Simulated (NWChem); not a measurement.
Program: NWChem. System: dichloromethane (CH$_{2}$Cl$_{2}$), charge 0, spin multiplicity 1, at a geometry optimised with B3LYP/def2-SVP. Level: MP2/def2-TZVP, 11 core orbitals frozen.

Input file:

```
start mol
memory heap 200 mb stack 900 mb global 1100 mb
geometry units angstroms nocenter noautoz
  Cl     1.493699     0.000000     0.215823
  C      0.000000     0.000000    -0.762074
  Cl    -1.493699     0.000000     0.215823
  H      0.000000     0.902599    -1.382769
  H      0.000000    -0.902599    -1.382769
  symmetry group C2v
end
basis spherical
  * library def2-tzvp
end
scf
  rhf
  nopen 0
  maxiter 100
  thresh 1e-7
  semidirect memsize 60000000 filesize 0
end
mp2
  freeze core 11
end
task mp2 energy
```

Part of the output:

```
             Northwest Computational Chemistry Package (NWChem) 7.3.0
             --------------------------------------------------------

                                NWChem Input Module
                                -------------------

 Scaling coordinates for geometry "geometry" by  1.889725989
 (inverse scale =  0.529177249)

 Turning off AUTOSYM since
 SYMMETRY directive was detected!

                             Geometry "geometry" -> ""
                             -------------------------

 Output coordinates in angstroms (scale by  1.889725989 to convert to a.u.)

  No.       Tag          Charge          X              Y              Z
 ---- ---------------- ---------- -------------- -------------- --------------
    1 Cl                  17.0000     1.49369900     0.00000000     0.21582300
    2 C                    6.0000     0.00000000     0.00000000    -0.76207400
    3 Cl                  17.0000    -1.49369900     0.00000000     0.21582300
    4 H                    1.0000     0.00000000     0.90259900    -1.38276900
    5 H                    1.0000     0.00000000    -0.90259900    -1.38276900

 Effective nuclear repulsion energy (a.u.)     132.9528830496

            Nuclear Dipole moment (a.u.)
            ----------------------------
        X                 Y               Z
 ---------------- ---------------- ----------------
     0.0000000000     0.0000000000    -0.0000000000

      Symmetry information
      --------------------

 Group name             C2v
 Group number             16
 Group order               4
 No. of unique centers     3

      Symmetry unique atoms

     1    2    4


 Summary of "ao basis" -> "" (spherical)
 ------------------------------------------------------------------------------
       Tag                 Description            Shells   Functions and Types
 ---------------- ------------------------------  ------  ---------------------
 *                         def2-tzvp                  on all atoms

 Summary of "ao basis" -> "ao basis" (spherical)
 ------------------------------------------------------------------------------
       Tag                 Description            Shells   Functions and Types
 ---------------- ------------------------------  ------  ---------------------
 Cl                        def2-tzvp                13       37   5s5p2d1f
 C                         def2-tzvp                11       31   5s3p2d1f
 H                         def2-tzvp                 4        6   3s1p

                                 NWChem SCF Module
                                 -----------------

  ao basis        = "ao basis"
  functions       =   117
  atoms           =     5
  closed shells   =    21
  open shells     =     0
  charge          =   0.00
  wavefunction    = RHF
  use symmetry    = T
  symmetry adapt  = T

 Summary of "ao basis" -> "ao basis" (spherical)
 ------------------------------------------------------------------------------
       Tag                 Description            Shells   Functions and Types
 ---------------- ------------------------------  ------  ---------------------
 Cl                        def2-tzvp                13       37   5s5p2d1f
 C                         def2-tzvp                11       31   5s3p2d1f
 H                         def2-tzvp                 4        6   3s1p

      Symmetry analysis of basis
      --------------------------

        a1         44
        a2         16
        b1         33
        b2         24
[...]
    18      0.395214  1 Cl px                86     -0.395214  3 Cl px
    48      0.247683  2 C  pz                51     -0.224734  2 C  pz

 Vector   23  Occ=0.000000D+00  E= 1.701669D-01  Symmetry=a1
              MO Center=  8.8D-16, -4.2D-16, -6.0D-01, r^2= 5.3D+00
   Bfn.  Coefficient  Atom+Function         Bfn.  Coefficient  Atom+Function
  ----- ------------  ---------------      ----- ------------  ---------------
    42      1.824003  2 C  s                108     -1.825208  4 H  s
   114     -1.825208  5 H  s                 51     -1.650661  2 C  pz
    41     -0.622665  2 C  s                 18     -0.613770  1 Cl px
    86      0.613770  3 Cl px                 5      0.596780  1 Cl s
    73      0.596780  3 Cl s                 45     -0.231077  2 C  pz

 Vector   24  Occ=0.000000D+00  E= 1.840198D-01  Symmetry=b1
              MO Center= -3.0D-16,  2.6D-17, -3.3D-01, r^2= 5.1D+00
   Bfn.  Coefficient  Atom+Function         Bfn.  Coefficient  Atom+Function
  ----- ------------  ---------------      ----- ------------  ---------------
    49      1.457417  2 C  px                 5     -1.032732  1 Cl s
    73      1.032732  3 Cl s                 20      0.600142  1 Cl pz
    88     -0.600142  3 Cl pz                18      0.535114  1 Cl px
    86      0.535114  3 Cl px                46      0.415846  2 C  px
    43      0.242596  2 C  px

 center of mass
 --------------
 x =   0.00000000 y =   0.00000000 z =   0.07117642

 moments of inertia (a.u.)
 ------------------
          55.722146471186           0.000000000000           0.000000000000
           0.000000000000         607.088939782521           0.000000000000
           0.000000000000           0.000000000000         563.095023632613

  Mulliken analysis of the total density
  --------------------------------------

    Atom       Charge   Shell Charges
 -----------   ------   -------------------------------------------------------
    1 Cl  17    17.13   2.01  0.45  1.52  1.09  0.85  4.18  1.69  1.07  2.80  1.41  0.01  0.04  0.01
    2 C    6     6.04   0.85  1.12  0.48  0.74 -0.02  1.13  1.39  0.18  0.02  0.13  0.01
    3 Cl  17    17.13   2.01  0.45  1.52  1.09  0.85  4.18  1.69  1.07  2.80  1.41  0.01  0.04  0.01
    4 H    1     0.85   0.26  0.48  0.09  0.02
    5 H    1     0.85   0.26  0.48  0.09  0.02

       Multipole analysis of the density wrt the origin
       ------------------------------------------------

     L   x y z        total         open         nuclear
     -   - - -        -----         ----         -------
     0   0 0 0     -0.000000      0.000000     42.000000

     1   1 0 0      0.000000      0.000000      0.000000
     1   0 1 0     -0.000000      0.000000      0.000000
     1   0 0 1     -0.734993      0.000000     -0.000000

     2   2 0 0    -25.523488      0.000000    270.896110
     2   1 1 0      0.000000      0.000000      0.000000
     2   1 0 1     -0.000000      0.000000      0.000000
     2   0 2 0    -23.357844      0.000000      5.818585
     2   0 1 1     -0.000000      0.000000      0.000000
     2   0 0 2    -22.119451      0.000000     31.755140

                   NWChem MP2 Semi-direct Energy/Gradient Module
                   ---------------------------------------------

  Basis functions       =    117
  Molecular orbitals    =    117
  Frozen core           =     11
  Frozen virtuals       =      0
  Active alpha occupied =     10
  Active beta occupied  =     10
  Active alpha virtual  =     96
  Active beta virtual   =     96
  Use MO symmetry       = T
  Use skeleton AO sym   = T

  AO/Fock/Back tols     =   1.0D-09  1.0D-09  1.0D-09

 GA uses MA = F    GA memory limited = T

 Available:
  local mem=  1.26D+08
 global mem=  1.44D+08
 local disk=  0.00D+00
  mp2_memr nvloc                    96
  nvloc new                    96
   1 passes of  10:        5242880                      75906                  21951029.
   1 passes of  10: M    126149264           G      144151822           F     120906384.

 Semi-direct pass number   1 of   1  for RHF alpha+beta  at        1.9s
  vrange nnbf                  6718
  mp2_eaftype                    83  avail_ma_in_mb                  1099
 EAF : mp2_eaftype filesize          83   10975514.
  mp2_eaf for mointskh                     83
Node 0 wrote     51.6 Mb in      0.1 s     Agg I/O rate:   865.3 Mb/s
 Done moints_semi at        5.2s
  mp2_eaftype                    83  avail_ma_in_mb                  1016
 EAF : mp2_eaftype filesize          83   10975514.
  mp2_eaf for kh                    83
 Done maket at        5.3s
 Done multipass loop at        5.3s

          -------------------------------------------
          SCF energy                -958.061492239456
          Correlation energy          -0.541619255846
          Singlet pairs               -0.342019336266
          Triplet pairs               -0.199599919579
          Total MP2 energy          -958.603111495301
          -------------------------------------------

          ---------------------------------------------------
                    Spin Component Scaled (SCS) MP2
          Same spin pairs                     -0.133066613053
          Same spin scaling factor             0.333333333333
          Opposite spin pairs                 -0.408552642793
          Opposite spin scaling fact.          1.200000000000
          SCS-MP2 correlation energy          -0.534618709036
          Total SCS-MP2 energy              -958.596110948491
          ---------------------------------------------------

 -----------------------
 Performance information
 -----------------------

 Timer overhead =  9.60D-08 seconds/call

               Nr. of calls         CPU time (s)                 Wall time (s)                GFlops
             ---------------    -------------------     ------------------------------   -------------------
Name         Min   Avg   Max    Min     Avg     Max     Min     Avg     Max   Mx/calls   Min     Max     Sum
mp2: moin     1     1     1    3.3     3.3     3.3      3.3     3.3     3.3     3.3      0.0     0.0     0.0
mp2: make     1     1     1   0.14    0.14    0.14     0.14    0.14    0.14    0.14      0.0     0.0     0.0
mp2: tota     1     1     1    3.4     3.4     3.4      3.4     3.4     3.4     3.4      0.0     0.0     0.0

 The average no. of pstat calls per process was 3.00D+00
 with a timing overhead of 2.88D-07s

 Task  times  cpu:        5.3s     wall:        5.3s

 Total times  cpu:        5.3s     wall:        5.3s
```
